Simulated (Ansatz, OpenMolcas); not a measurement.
## Heat of formation of C2H6S2 (dimethyl disulfide) from total energies

C2H6S2 has 10 atoms, charge 0, and is taken as a singlet. SMILES: `CSSC`. The coordinates come from a PBE0-D4/def2-TZVP relaxation. This is one conformer, not always the lowest.

```xyz
10

C    -1.0513    1.5018   -0.3172
S     0.7404    1.3567   -0.1539
S     0.9678   -0.1197    1.2169
C     0.9152   -1.6246    0.2219
H    -1.4854    0.5952   -0.7384
H    -1.5061    1.7265    0.6467
H    -1.2287    2.3325   -1.0043
H     1.0958   -2.4526    0.9114
H    -0.0614   -1.7581   -0.2432
H     1.6966   -1.6089   -0.5368
```

Total energies at r2SCAN/cc-pVDZ (OpenMolcas 26.06); the atoms run unrestricted:

| species | state | energy (Eh) |
| --- | --- | --- |
| C2H6S2 | singlet | -876.105910 |
| C | triplet | -37.826282 |
| S | triplet | -398.077118 |
| H | doublet | -0.499208 |

Harmonic wavenumbers at PBE0-D4/def2-TZVP, in cm⁻¹: 105, 147, 157, 237, 268, 531, 715, 718, 959, 964, 971, 971, 1332, 1339, 1447, 1453, 1466, 1470, 3054, 3056, 3145, 3145, 3161, 3161.

Measured heats of formation of the gaseous atoms at 298.15 K, in kJ/mol: C 716.9, S 277.0, H 218.0. Spin-orbit lowering of the atoms at 298 K (mean of the ground term's levels less their thermal mean, from spectra), in kJ/mol: C 0.02, S 1.88. Take 1 Eh = 2625.50 kJ/mol, 1 cm⁻¹ = 0.0119627 kJ/mol, RT = 2.479 kJ/mol.

**Question.** Work out the heat of formation of the gas at 298 K.

**Answer.** 
1. Electronic atomisation energy: 2 × (-37.826282) + 2 × (-398.077118) + 6 × (-0.499208) − (-876.105910) = 1.303862 Eh = 3423.3 kJ/mol.
2. Zero-point energy: half the sum of the wavenumbers, 16986 cm⁻¹ = 203.2 kJ/mol.
3. Thermal vibrational enthalpy, Σ hcν̃/(exp(hcν̃/kT) − 1): 9.4 kJ/mol. Translation, rotation and pV of a non-linear molecule: 4 RT = 9.9 kJ/mol.
4. The 10 free atoms carry 5/2 RT each: 62.0 kJ/mol.
5. Spin-orbit coupling lowers the free atoms by 2 × 0.02 + 2 × 1.88 = 3.8 kJ/mol.
6. Atomisation enthalpy at 298 K: 3423.3 − 3.8 − 203.2 − 9.4 − 9.9 + 62.0 = 3259.0 kJ/mol.
7. Sum of the atoms' heats of formation: 3295.8 kJ/mol. Heat of formation: 3295.8 − 3259.0 = +36.8 kJ/mol.

The tabulated value is -24.7 kJ/mol (CRC Handbook of Chemistry and Physics), so this level is off by +61.5 kJ/mol, or 1.9 % of the atomisation enthalpy. Anharmonicity and any spin-orbit splitting of the molecule are left out.
